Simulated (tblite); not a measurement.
Species: C₄H₈N₂.
Atom-mapped SMILES: `[H]/[N:6]=[C:4](/[CH2:3][N:2]=[CH2:1])[CH3:5]` (hydrogens: H7, H8 on C1; H9, H10 on C3; H11, H12, H13 on C5; H14 on N6)

Computed geometry: GFN2-xTB, gas phase.

Some entries are withheld. Bonds in one row agree within 0.01 Å.

```
            coordinate    value
                 C1=N2        ?
                 N2–C3  1.435 Å
                 C3–C4        ?
                 C4–C5        ?
                 C4=N6  1.256 Å
                 C1–H7  1.095 Å
                 C1–H8  1.080 Å
         C3–H9, C3–H10  1.098 Å
C5–H11, C5–H12, C5–H13  1.088 Å
                N6–H14  1.019 Å
              C1–N2–C3        ?
              N2–C3–C4        ?
              C3–C4–C5   115.2°
              C3–C4–N6   117.3°
              C5–C4–N6        ?
```

Q: Estimate the withheld lengths and angles.

A: 
- C1=N2 = 1.250 Å, drawn double (imine carbon to imine nitrogen); 0.19 Å below the sum of covalent radii, 1.44 Å.
- C3–C4 = 1.511 Å, drawn single (sp3 carbon bound to nitrogen to imine carbon); 0.02 Å above the sum of covalent radii, 1.49 Å.
- C4–C5 = 1.499 Å, drawn single (imine carbon to methyl carbon); 0.01 Å above the sum of covalent radii, 1.49 Å.
- C1–N2–C3 = 120.0°, at the imine nitrogen; the outer atoms are 2.328 Å apart.
- N2–C3–C4 = 109.3°, at the sp3 carbon bound to nitrogen; the outer atoms are 2.404 Å apart.
- C5–C4–N6 = 127.5°, at the imine carbon; the outer atoms are 2.473 Å apart.

Radii are Cordero's, carbon taken as 0.76, 0.73 or 0.69 Å for four, three, and two or fewer neighbours.

Its GFN2-xTB frequencies are all real (lowest 52 cm⁻¹). The numbers are those of one conformer (C1–N2–C3–C4 121°, N2–C3–C4–C5 54°). 3 starts were optimised and ended at 0.00, 0.00 and 0.04 kcal/mol (GFN2-xTB); the lowest of these is shown.
